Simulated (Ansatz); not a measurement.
# H2Al–C, quartet: reading a ladder of total energies

Geometry: a point of a stretch scan, not a stationary point.

```yaml
atoms:
  - { symbol: Al, position_ang: [0.0000, 0.0000, 0.5819] }
  - { symbol: C, position_ang: [0.0000, 0.0000, -1.5281] }
  - { symbol: H, position_ang: [0.0000, 1.3990, 1.3168] }
  - { symbol: H, position_ang: [0.0000, -1.3990, 1.3168] }
```

Basis 6-31G; Ansatz 0.2.0. Only valence electrons are correlated (noble-gas cores frozen), which leaves 9 electrons in 20 orbitals. R marks a restricted (for open shells ROHF) determinant, U an unrestricted one.

Full CI is exact within this basis and frozen core; it isn't the basis-set limit. The frozen core follows each run's orbitals, which can shift R against U totals by a few meV.

Runs differ by some tens of microhartree through their thresholds and, for an open shell, their frozen cores, so steps under 0.1 kcal/mol mean nothing.

```tsv
level	total energy (hartree)
UHF	-280.755182
UMP2	-280.819808
UCCSD	-280.843582
UCCSD(T)	-280.845232
UCCSDT	-280.845975
UCCSDT(Q)	-280.846086
full CI	-280.846068
```

**Question.** What is the correlation energy at full CI, and what share of it do UMP2 and UCCSDT recover?

**Answer.** E(corr) = -280.846068 − (-280.755182) = -0.090886 hartree = -2.473 eV. UMP2: -0.064626 / -0.090886 = 71.11 %. UCCSDT: -0.090793 / -0.090886 = 99.90 %.

**Question.** By how many kcal/mol does UCCSD(T) miss full CI (1 hartree = 627.509 kcal/mol), and which steps make up the rest?

**Answer.** -280.845232 − (-280.846068) = 0.000836 hartree = 0.52 kcal/mol. Steps: UCCSDT − UCCSD(T) = -0.47, UCCSDT(Q) − UCCSDT = -0.07, full CI − UCCSDT(Q) = 0.01 kcal/mol. That is within 1 kcal/mol of the reference in this basis, which itself misses far more of the correlation at the basis-set limit.
